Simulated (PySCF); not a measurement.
Isomers of C5H7N, one GFN2-xTB conformer each. Single-point energies are computed at PBE0/pcSseg-1 (PySCF, gas phase, no added dispersion term), electronic only.

```tsv
SMILES	GFN2-xTB relative energy (kJ/mol)
C=CC[C@@H]1C=N1	146.3
C=C(C#N)CC	0.0
```

Conformers: `[CH2:1]=[CH:2][CH2:3][C@@H:4]1[CH:5]=[N:6]1` with C1–C2–C3–C4 118°, C2–C3–C4–C5 -93°; `[CH2:1]=[C:2]([C:3]#[N:4])[CH2:5][CH3:6]` with C1–C2–C5–C6 114°.

Problem. What does PBE0/pcSseg-1 give for the same structures?

Solution. 
```csv
SMILES,PBE0/pcSseg-1 E (Eh),PBE0/pcSseg-1 (kJ/mol),GFN2-xTB (kJ/mol),point group
C=C(C#N)CC,-249.12702,0.0,0.0,C1
C=CC[C@@H]1C=N1,-249.05614,186.1,146.3,C1
```

Both levels put the same isomer lowest. As drawn, the lower has a C≡N group, which the higher lacks; the higher has a three-membered ring and a C=N bond, which the lower lacks.

Problem. Which frontier levels, dipoles and rotational constants go with these structures?

Solution. 
```json
{"SMILES": "C=C(C#N)CC", "HOMO (eV, PBE0/pcSseg-1)": "-8.07", "LUMO (eV)": "-1.35", "dipole (D)": "3.96", "A, B, C (MHz)": "4748, 3138, 2086"}
{"SMILES": "C=CC[C@@H]1C=N1", "HOMO (eV, PBE0/pcSseg-1)": "-7.50", "LUMO (eV)": "-0.56", "dipole (D)": "2.05", "A, B, C (MHz)": "10624, 2044, 1899"}
```
